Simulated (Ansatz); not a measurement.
# AlCF+ (doublet): from Hartree-Fock to the top rungs, cc-pVDZ

Aim: climb from Hartree-Fock through coupled cluster for AlCF+ (doublet) at one geometry and basis, and see what each rung misses.

Computed with Ansatz 0.2.0, Gaussian basis. Level: cc-pVDZ, core rule «outside noble gas», up to 7 orbitals frozen.

Plan: UHF; CCSD(T) on ROHF; CCSD(T) on UHF; BCCD(T) on ROHF; CISD; CCSDT(Q) on ROHF; CCSDT(Q) on UHF.

37 further runs of the same task are left out: 10 for a known fault of the program, 9 that didn't finish, 18 set aside as unsound or not needed.

### 1 What is computed

The geometry is a PBE0/def2-TZVP stationary point (not a proven minimum) of the parent state, kept for this charge and spin.

3 atoms, charge 1, spin multiplicity 2.

Atoms are counted from 1 here; the program's logs count them from 0.

Bond lengths: C1–Al2 1.940 Å, Al2–F3 1.645 Å. Angles: C1–Al2–F3 180.0°.

### 2 UHF

in.yaml reads:

```yaml
crystal:
  periodic: [false, false, false]
  atoms:
    - {symbol: C, position_ang: [0.000000, 0.000000, 1.841767]}
    - {symbol: Al, position_ang: [0.000000, 0.000000, -0.098433]}
    - {symbol: F, position_ang: [0.000000, 0.000000, -1.743333]}
basis:
  gaussian: {orbitals: cc-pVDZ}
total_charge: 1
magnetization: {spin_polarized: true, initial_magnetization: 1}
hamiltonian: {xc: hf}
output: {orbitals: {seedname: orbitals}}
```

The run is started by

```bash
$ ansatz run in.yaml --threads 1 --pin off --events-out ev --progress --plain --max-ram 2393MiB
```

After this run come: CCSD(T) on ROHF; CCSD(T) on UHF; BCCD(T) on ROHF; CISD; CCSDT(Q) on ROHF; CCSDT(Q) on UHF.

Q: Predict the results of all the runs planned. Wanted: UCCSDT(Q) below the RHF energy; RMP2 from UCCSDT(Q); UMP2 from UCCSDT(Q); RCCSD from UCCSDT(Q); RCCSD(T) from UCCSDT(Q); UCCSD(T) from UCCSDT(Q); RCCSDT(Q) from UCCSDT(Q); T1 diagnostic.

The runs gave:

```
                         quantity                                value
   UCCSDT(Q) below the RHF energy                           -9.3346 eV
              RMP2 from UCCSDT(Q)                        +101.5 kJ/mol
              UMP2 from UCCSDT(Q)                         +94.6 kJ/mol
             RCCSD from UCCSDT(Q)                         +27.8 kJ/mol
          RCCSD(T) from UCCSDT(Q)                          +6.3 kJ/mol
          UCCSD(T) from UCCSDT(Q)                          -2.6 kJ/mol
         RCCSDT(Q) from UCCSDT(Q)                          +0.6 kJ/mol
levels within 1 kcal/mol (43 meV)  UCCSD(T), RCCSDT, UCCSDT, RCCSDT(Q)
                    T1 diagnostic                                0.023
```

**Reading.** RCCSD(T) misses by +6.3 kJ/mol, 0.7 % of the correlation energy. CCSD(T) misses by +6.3 kJ/mol on the restricted determinant and by -2.6 kJ/mol on the unrestricted one; the two need not hold the same state or core. These misses are within one basis, not against nature; the frozen cores of restricted and unrestricted runs differ, which can shift their rows.
